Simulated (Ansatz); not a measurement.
## How far each method lies from full CI for BGe, doublet

Geometry: a point of a stretch scan, not a stationary point.

```xyz
2

Ge    0.0000    0.0000    0.0000
B     0.0000    0.0000    3.1990
```

Basis cc-pVDZ; Ansatz 0.2.0. Only valence electrons are correlated (noble-gas cores and the filled d shells of p-block atoms frozen), which leaves 7 electrons in 26 orbitals. Prefix R: restricted or restricted open-shell reference; prefix U: unrestricted. Active spaces: pair = (3e, 3o) about the gap; valence = (7e, 8o) chosen from the atoms' valence shells. No spin–orbit coupling is included, and no scalar relativity.

Full CI is exact within this basis and frozen core; it isn't the basis-set limit. The frozen core follows each run's orbitals, which can shift R against U totals by a few meV for light atoms and by up to 0.1 eV past Ca.

For open shells CISD is restricted-active-space CI with the open shells as a complete middle space.

- UHF ⟨S²⟩: 1.781
- ⟨S²⟩ of the determinant under UCCSD: 1.542
- T1 diagnostic (RCCSD): 0.0504
- largest doubles amplitude (RCCSD): 0.287

```
                   level  E − E(full CI) (kJ/mol)  share of correlation (%)  wall time
                     RHF                    453.1                      0.00          –
                    RMP2                    157.3                     65.29          –
                    CISD                     67.5                     85.10        3 s
                   RCCSD                     28.0                     93.83          –
                RCCSD(T)                      8.0                     98.24       15 s
                 BCCD(T)                     10.2                     97.75       15 s
                  RCCSDT                      2.0                     99.56          –
               RCCSDT(Q)                      0.4                     99.92       23 s
     CASSCF (pair space)                    342.2                     24.46          –
     NEVPT2 (pair space)                    106.8                     76.42      5.5 s
     MRCISD (pair space)                     30.9                     93.19          –
   MRCISD+Q (pair space)                     -6.2                    101.36        6 s
  CASSCF (valence space)                    209.0                     53.88          –
  NEVPT2 (valence space)                     58.3                     87.13      5.5 s
  MRCISD (valence space)                     13.4                     97.04          –
MRCISD+Q (valence space)                      1.4                     99.70      6.5 s
```

The correlation energy at full CI, counted from RHF, is -4.696 eV. That run took 5 min on 1 thread of Arm Neoverse V2, shared host over 9,717,824 determinants.

Run but not shown, since their state, orbitals or frozen core can't be matched to the reference's or they repeat it: UHF, UMP2, UCCSD, UCCSD(T), UCCSDT, UCCSDT(Q).

Times hold each run's SCF and search for its determinant on a shared host, so for small cases they say little of a method's own cost; they ran on 1 thread of Arm Neoverse V2. Some runs computed forces too.

Not variational, and here over 5 meV under the exact energy: MRCISD+Q (pair space).

The full-CI state has the irrep B1 of C2v, in the program's axes (one component, if the state is degenerate).

Natural occupations of full CI about the gap: 1.929 1.877 1.657 0.975 0.267 0.085 0.066 0.055 0.011 0.011; effectively unpaired electrons, Σ n²(2−n)², 1.67.
